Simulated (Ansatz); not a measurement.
## hcp Hf

All values below come from PBE (Ansatz, a first-principles code, plane waves, PAW).

Settings: plane-wave cutoff 520 eV, 18×18×12 k mesh (along the axes of the cell as run), Fermi–Dirac smearing 0.05 eV, scalar-relativistic PAW data made under PBE.

Cell (relaxed at this level):

Space group P6₃/mmc (No. 194); a = 3.2046 Å, b = 3.2046 Å, c = 5.0675 Å, α = 90.00°, β = 90.00°, γ = 120.00°

```
atom  site  symmetry       x       y       z
----  ----  --------  ------  ------  ------
Hf      2c      -6m2  0.3333  0.6667  0.2500
```

| Quantity | Result |
|---|---|
| bulk modulus B0 | 107 GPa |
| band gap | none |
| pressure derivative B′ of the bulk modulus | 3.4 |

Measured, for comparison: bulk modulus 110 GPa (zero-point energy and finite temperature contributions removed; as tabulated in doi:10.1021/acs.jctc.3c00612). Computed (rounded) less measured: bulk modulus -3 %.

Note: the bulk modulus comes from volumes at which shape and atoms were relaxed.

Spin–orbit coupling is not included.

Static lattice: no zero-point or thermal effects.

Computing time: roughly 7 core-minutes.
